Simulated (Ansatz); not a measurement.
# CH2FO (SMILES [O]CF): levels of theory compared

Aim: a comparison of 6 runs (U-r2SCAN/STO-3G, UB2PLYP/STO-3G, UCAM-B3LYP/STO-3G, UPBE/STO-3G, RPA@PBE/STO-3G, UCCSDT/STO-3G) of CH2FO. 

The results are computed with Ansatz 0.2.0.

56 further runs of the same task are left out: 56 set aside as unsound or not needed.

## (1) The system as given

CH2FO has 5 atoms, charge 0, and is taken as a doublet. SMILES: `[O]CF`. The H4–C2 distance was set to 2.773 Å, away from the relaxed value. At this shape a bond of the SMILES string is far longer than usual.

Bond lengths: O1–C2 1.303 Å, C2–F3 1.376 Å, C2–H5 1.109 Å. Angles: O1–C2–F3 115.4°, O1–C2–H5 109.4°, F3–C2–H5 107.5°.

## (2) The energy at U-r2SCAN/STO-3G (run 1)

Input file run.yaml:

```yaml
crystal:
  periodic: [false, false, false]
  atoms:
    - symbol: O
      position_ang: [-0.967746, 1.571489, 1.543327]
    - symbol: C
      position_ang: [0.145354, 1.356489, 0.900327]
    - symbol: F
      position_ang: [1.260454, 1.194089, 1.690527]
    - symbol: H
      position_ang: [-0.112900, -0.924800, -0.655200]
    - symbol: H
      position_ang: [0.344454, 2.204289, 0.213027]
basis:
  gaussian:
    orbitals: STO-3G
magnetization:
  spin_polarized: true
  initial_magnetization: 1
hamiltonian:
  xc: {name: r2SCAN}
accuracy: high
```

On the command line:

```bash
$ ansatz run run.yaml --threads 1 --pin off --max-ram 2610MiB --events-out events.jsonl --progress --plain --runs-dir runs
```

The program printed:

```text
Warning: RAYON_NUM_THREADS=1 ignored (pool sized by the plan → 1); use --threads N
Functional definition: r2SCAN
  name "r2SCAN"
  parameter k0 = 0.174
  parameter k1 = 0.065
  parameter a1 = 4.9479
  exchange = r2scan_x(k0 = k0, k1 = k1, a1 = a1)
  correlation = r2scan_c
297 factors; integrals over basis functions are off by at most 3.5e-8 eV
mean field evaluation 1: about -5742.6565 eV, gradient 2.1e1 eV
mean field evaluation 2: about -5709.8093 eV, gradient 8.1e1 eV
mean field evaluation 4: about -5745.3352 eV, gradient 5.9e0 eV
mean field evaluation 8: about -5745.5006 eV, gradient 3.5e-2 eV
mean field evaluation 16: about -5745.5006 eV, gradient 4.1e-4 eV
mean field evaluation 32: about -5744.3008 eV, gradient 6.1e0 eV
mean field -5745.50064811 eV, -211.1432543779 hartree, gradient 5.0e-8 eV, S^2 0.752431; 4 other end points of the search recorded, 0 dependent functions left out
reference -5745.50064883 eV, -211.1432544044 hartree; 13, 12 occupied and 4, 5 virtual orbitals, 297 factors
Total energy: -5745.50064883 eV, -211.1432544044 hartree
```

Run time: 4.5 s. Hardware: 1 thread of Arm Neoverse V2, shared host; peak memory 0.21 GiB.

## (3) The energy at UB2PLYP/STO-3G (run 2)

Input file job.yaml:

```yaml
crystal:
  periodic: [false, false, false]
  atoms:
    - symbol: O
      position_ang: [-0.967746, 1.571489, 1.543327]
    - symbol: C
      position_ang: [0.145354, 1.356489, 0.900327]
    - symbol: F
      position_ang: [1.260454, 1.194089, 1.690527]
    - symbol: H
      position_ang: [-0.112900, -0.924800, -0.655200]
    - symbol: H
      position_ang: [0.344454, 2.204289, 0.213027]
basis:
  gaussian: {orbitals: STO-3G}
magnetization: {spin_polarized: true, initial_magnetization: 1}
hamiltonian: {xc: {name: B2PLYP}}
correlation: {frozen_orbitals: {C: 1, F: 1, H: 0, O: 1}}
accuracy: high
```

On the command line:

```bash
$ ansatz run job.yaml --threads 1 --pin off --max-ram 2610MiB --events-out events.jsonl --progress --plain --runs-dir runs
```

The program printed (excerpt; [...] marks lines left out):

```text
Warning: RAYON_NUM_THREADS=1 ignored (pool sized by the plan → 1); use --threads N
Functional definition: B2PLYP
  name "B2PLYP"
[...]
297 factors; integrals over basis functions are off by at most 3.5e-8 eV
[...]
mean field -5738.38179276 eV, -210.8816412690 hartree, gradient 3.0e-8 eV, S^2 1.084696; 3 other end points of the search recorded, 0 dependent functions left out
3 core orbitals not correlated: weight in the atoms' cores, before any rotation towards them, 1.000 or more for the frozen orbitals, at most 0.000 for the correlated occupied ones
reference -5738.38180811 eV, -210.8816418331 hartree; 10, 9 occupied and 4, 5 virtual orbitals, 297 factors
second order -4.49875286 eV of doubles, -0.00000000 eV of singles
Total energy: -5739.59647138 eV, -210.9262798850 hartree
```

Wall time 3.3 s (1 thread of Arm Neoverse V2, shared host); peak memory 0.12 GiB.

Runs 3 to 5 aren't shown in full; the table further down has their settings and results.

## (4) The energy at UCCSDT/STO-3G (run 6)

Changes to run.yaml since step 2:

```diff
@@ -14,9 +14,6 @@
 basis:
-  gaussian:
-    orbitals: STO-3G
-magnetization:
-  spin_polarized: true
-  initial_magnetization: 1
-hamiltonian:
-  xc: {name: r2SCAN}
+  gaussian: {orbitals: STO-3G}
+magnetization: {spin_polarized: true, initial_magnetization: 1}
+correlation: {method: ccsdt, frozen_orbitals: {C: 1, F: 1, H: 0, O: 1}}
 accuracy: high
+scf: {omitted_lower_state_checks: [cluster_reference, increment]}
```

On the command line:

```bash
$ ansatz run run.yaml --threads 1 --pin off --max-ram 2610MiB --events-out events.jsonl --progress --plain --runs-dir runs
```

The program printed:

```text
Warning: RAYON_NUM_THREADS=1 ignored (pool sized by the plan → 1); use --threads N
[... 15 lines left out ...]
3 core orbitals not correlated: weight in the atoms' cores, before any rotation towards them, 1.000 or more for the frozen orbitals, at most 0.000 for the correlated occupied ones
[... 56 lines left out ...]
Total energy: -5726.05296481 eV, -210.4285651987 hartree
Checks for a lower state left out: cluster_reference, increment
```

Run time: 1.4 s. Hardware: 1 thread of Arm Neoverse V2, shared host.

## (5) Overview of the runs

| run | level | frozen core orbitals | energy (Eh) | ⟨S²⟩ | wall time |
| --- | --- | --- | --- | --- | --- |
| 1 | U-r2SCAN/STO-3G | – | -211.143254 | 0.752 | 4.5 s |
| 2 | UB2PLYP/STO-3G | 3 | -210.926280 | 1.085 | 3.3 s |
| 3 | UCAM-B3LYP/STO-3G | – | -211.099353 | 0.765 | 2.1 s |
| 4 | UPBE/STO-3G | – | -210.994218 | 0.750 | 1.4 s |
| 5 | RPA@PBE/STO-3G | 3 | -210.495205 | 0.750 | 2.7 s |
| 6 | UCCSDT/STO-3G | 3 | -210.428565 | 1.418 | 1.4 s |

## (6) Summary of results

```
                                          quantity          value
                               run 6: total energy  -210.42857 Eh
run 6: correlation energy (3 core orbitals frozen)     -153.9 mEh
          run 6: ⟨S²⟩ of the reference determinant          1.418
                              run 6: T1 diagnostic          0.080
```

Totals of different functionals can't be ranked against each other. In runs 1, 2, 3, 4, 5, 6 the basis is minimal, so the values are rough. Spin contamination of the reference: run 6 ⟨S²⟩ = 1.42, run 2 ⟨S²⟩ = 1.08. Where it is this large, the reference is a mixture of spin states, and values that rest on it are in doubt. All runs together took 16 s, the longest 4.5 s.
